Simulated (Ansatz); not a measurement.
# NH₄+ with SiH₄: superposition error and deformation

The task here is to estimate one member of a computed series from the others.

The runs use Ansatz 0.2.0, Gaussian basis; PBE0-D4 structures, single points in def2-TZVPPD.

Levels: PBE-D4, revPBE-D4, BLYP-D4, r2SCAN-D4, B97M-V, PBE0-D4, B3LYP-D4, HSE06-D4, wB97X-V, wB97M-V, B2PLYP, Hartree-Fock, MP2, CCSD, CCSD(T).

Correlated methods freeze the cores. B3LYP uses VWN-RPA correlation. B2PLYP carries no dispersion term here.

129 further runs of the same task are left out: 129 set aside as unsound or not needed.

### The starting structure

The relaxed pair: 10 atoms, charge 1, spin multiplicity 1.

Atoms are counted from 1 here; the program's logs count them from 0.

Bond lengths: N1–H2 1.022 Å, N1–H3 1.044 Å, N1–H4 1.022 Å, N1–H5 1.022 Å, Si6–H7 1.478 Å, Si6–H8 1.514 Å, Si6–H9 1.478 Å, Si6–H10 1.478 Å. Angles: H2–N1–H3 109.5°, H2–N1–H4 109.4°, H2–N1–H5 109.4°, H3–N1–H4 109.5°, H3–N1–H5 109.5°, H4–N1–H5 109.4°, H7–Si6–H8 105.7°, H7–Si6–H9 113.0°, H7–Si6–H10 112.9°, H8–Si6–H9 105.7°, H8–Si6–H10 105.8°, H9–Si6–H10 112.9°.

Coordinates:

```xyz
10
charge 1, multiplicity 1
N    -0.1923    0.1423   -2.0149
H     0.1326   -0.7206   -2.4556
H    -0.0954    0.0625   -0.9788
H    -1.1733    0.2980   -2.2550
H     0.3686    0.9276   -2.3509
Si    0.1981   -0.1455    2.0728
H    -0.7105   -1.2263    2.5088
H     0.0476   -0.0643    0.5685
H     1.6222   -0.4559    2.3172
H    -0.1975    1.1821    2.5878
```

Atoms 1 to 5 are fragment A (NH₄+), the rest fragment B (SiH₄). From earlier runs, pair energy (eV) and counterpoise interaction (kcal/mol):

```tsv
method	E(pair)	interaction
PBE-D4	-9485.48230	-8.81
revPBE-D4	-9490.02627	-7.77
BLYP-D4	-9491.03017	-8.42
r2SCAN-D4	-9490.08560	-7.69
B97M-V	-9489.52424	-8.46
PBE0-D4	-9486.59942	-8.08
B3LYP-D4	-9492.92693	-8.12
HSE06-D4	-9486.30876	-8.12
wB97X-V	-9490.05200	-7.22
wB97M-V	-9489.78097	-7.35
B2PLYP	-9487.11539	-7.40
Hartree-Fock	-9464.93007	-4.88
MP2	-9475.19970	-7.10
CCSD(T)	-9476.71269	-6.99
```

First each fragment is run alone in its own basis, frozen in the shape it has in the pair (a, b).

Set-up of the first run:

a/in.yaml

```yaml
crystal:
  periodic: [false, false, false]
  atoms:
    - {symbol: N, position_ang: [-0.192327, 0.142291, -2.014883]}
    - {symbol: H, position_ang: [0.132590, -0.720574, -2.455566]}
    - {symbol: H, position_ang: [-0.095389, 0.062465, -0.978826]}
    - {symbol: H, position_ang: [-1.173340, 0.298022, -2.255023]}
    - {symbol: H, position_ang: [0.368627, 0.927617, -2.350866]}
basis:
  gaussian: {orbitals: "def2-TZVPPD.json"}
total_charge: 1
hamiltonian: {xc: pbe, dispersion: d4}
```

b/in.yaml

```yaml
crystal:
  periodic: [false, false, false]
  atoms:
    - {symbol: Si, position_ang: [0.198085, -0.145482, 2.072826]}
    - {symbol: H, position_ang: [-0.710544, -1.226259, 2.508767]}
    - {symbol: H, position_ang: [0.047566, -0.064330, 0.568492]}
    - {symbol: H, position_ang: [1.622153, -0.455878, 2.317184]}
    - {symbol: H, position_ang: [-0.197521, 1.182129, 2.587796]}
basis:
  gaussian: {orbitals: "def2-TZVPPD.json"}
hamiltonian: {xc: pbe, dispersion: d4}
```

The basis file named in the input lies beside it (Basis Set Exchange, JSON).

The same command starts each run, in its folder.

Launch:

```bash
$ ansatz run in.yaml --threads 2 --pin off --events-out ev --progress --plain --max-ram 5222MiB
```

Among the steps run: PBE-D4/def2-TZVPPD; r2SCAN-D4/def2-TZVPPD; PBE0-D4/def2-TZVPPD; B3LYP-D4/def2-TZVPPD; wB97X-V/def2-TZVPPD; wB97M-V/def2-TZVPPD; B2PLYP/def2-TZVPPD; BLYP-D4/def2-TZVPPD; revPBE-D4/def2-TZVPPD; B97M-V/def2-TZVPPD; HSE06-D4/def2-TZVPPD; CCSD(T)/def2-TZVPPD; Relaxing NH₄+ alone; Relaxing SiH₄ alone.

One of the session's tables, all rows but one given; the rest of the session is left out.

```
      method  interaction with counterpoise (kcal/mol)
      PBE-D4                                     -8.81
   revPBE-D4                                     -7.77
     BLYP-D4                                     -8.42
   r2SCAN-D4                                     -7.69
      B97M-V                                     -8.46
     PBE0-D4                                     -8.08
    B3LYP-D4                                     -8.12
    HSE06-D4                                     -8.12
     wB97X-V                                     -7.22
     wB97M-V                                     -7.35
      B2PLYP                                     -7.40
Hartree-Fock                                     -4.88
         MP2                                     -7.10
        CCSD                                         ?
     CCSD(T)                                     -6.99
```

Estimate the missing values for CCSD.

As computed: interaction with counterpoise (kcal/mol): -6.67. In the column «interaction with counterpoise (kcal/mol)» it lies between CCSD(T) (-6.99) and Hartree-Fock (-4.88).
